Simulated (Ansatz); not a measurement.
Two isomers of C4H5N: A = `CC=C=C=N`, B = `C=CCC#N`.

Gas-phase electronic energies from Ansatz, PBE0-D4/def2-TZVP geometries. CCSD(T)/CBS adds triple-zeta CCSD(T) − MP2 to the extrapolated MP2 energy (def2 sets, frozen cores). DFT in def2-TZVPP. B3LYP here is the variant with VWN-RPA as its local correlation; programs differ in this. One conformer a species, not always the lowest.

(1) Which isomer does CCSD(T)/CBS put lower? Give the gap. (Best estimate.)

(2) Give E(B) − E(A) in kcal/mol with CCSD/def2-TZVPP, B2PLYP, ωB97M-V, r2SCAN-D4, HF/def2-TZVPP, B3LYP-D4, PBE-D4. (Estimate.)

Largest T1 diagnostic: 0.015.

Answers

(1) Ansatz gave: B, by 36.3 kcal/mol.

(2) The calculation gave: CCSD/def2-TZVPP -39.2, B2PLYP -32.5, ωB97M-V -34.8, r2SCAN-D4 -26.1, HF/def2-TZVPP -42.2, B3LYP-D4 -28.8, PBE-D4 -23.9. None reverses the order clearly.

From PBE to PBE0 (25 % exact exchange), in def2-TZVPP and without D4, E(B) − E(A) moves by −4.9 kcal/mol. In def2-TZVPP, CCSD(T) changes the Hartree–Fock value by +5.0 kcal/mol (the triples alone add +2.0 kcal/mol) and MP2 by +3.5 kcal/mol.
